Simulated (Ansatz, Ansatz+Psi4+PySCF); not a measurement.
```tsv
atom	x (Å)	y (Å)	z (Å)
C	0.0010	-0.0002	-0.5912
F	0.0008	1.0239	0.1964
F	-0.0006	-1.0244	0.1964
```

Basis set: cc-pVTZ (spherical functions). Correlated methods keep 3 orbitals frozen. Charge 0, multiplicity 1.

Computed with Ansatz (development build ahead of 0.2.0); each method stands on the lowest determinant of its kind that the runs found. Restricted open shells among the atoms or ions are ROHF, correlated in semicanonical orbitals with singles.

Problem. Give the atomization energy at this shape (free ground-state atoms in the same class of orbitals less the molecule, no zero-point energy) of singlet CF₂ by RHF-MP2, RHF.

Solution.

```tsv
method	atomization energy
RHF-MP2	11.40 eV
RHF	7.26 eV
```
